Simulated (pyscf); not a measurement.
This saddle point was located with ωB97X-D3(BJ)/def2-SVP in PySCF.

```xyz
12

N     -0.2882    -1.1484     1.1761
Ga    -1.4116    -0.3026    -0.1426
Cl    -1.3217    -1.0373    -2.1493
Cl    -3.2413     0.5437     0.6035
H      0.2508    -1.9636     0.8864
H     -0.7071    -1.3452     2.0845
O     -0.0058     1.0315     0.2451
Si    -0.1350     2.6761     0.6111
H      0.2450     0.1614     0.9300
H     -0.6906     2.8477     1.9815
H     -1.0320     3.2865    -0.4021
H      1.2210     3.2840     0.5449
```

Surface: singlet, charge 0. Lowest wavenumbers (cm⁻¹): 866i, 43, 77, 93, 122.

Question: Which two sides does it connect, and which bonds change?

Answer: H₂N–Ga(Cl)–Cl + HO–SiH₃ <-> NH₃ + H₃Si–O–Ga(Cl)–Cl, a four-centre exchange read from left to right: Ga–N, H–O broken and H–N, Ga–O formed. At ωB97M-D3(BJ)/def2-TZVP it lies -12.6 kcal/mol from the left side and -7.1 kcal/mol from the right (each side as separated species at their lowest minima found). On the reactant side the descent ends in an adduct with a Ga–O contact, 20.2 kcal/mol under the separated species and 4.8 kcal/mol under the saddle at ωB97X-D3(BJ)/def2-TZVP. On the product side the descent ends in an adduct with a Ga–N contact, 35.6 kcal/mol under the separated species and 27.0 kcal/mol under the saddle at ωB97X-D3(BJ)/def2-TZVP. At ωB97M-D3(BJ) the saddle lies under the separated reactants, which points to a path from their complex (located at ωB97X-D3(BJ) alone). At ωB97M-D3(BJ) the saddle lies under the separated products, which points to a path from their complex (located at ωB97X-D3(BJ) alone). What is counted as formed (Ga–O) is already present as a longer contact in the reactant adduct; forming that adduct is a step of its own. What is counted as broken (Ga–N) persists as a longer contact in the product adduct; parting that adduct is a step of its own. At ωB97X-D3(BJ) the barrier from the zero used here is -15.3 kcal/mol. This is the saddle that the search found; another between the same sides may lie lower. Elements up to Kr have no core potential and no relativistic terms here.
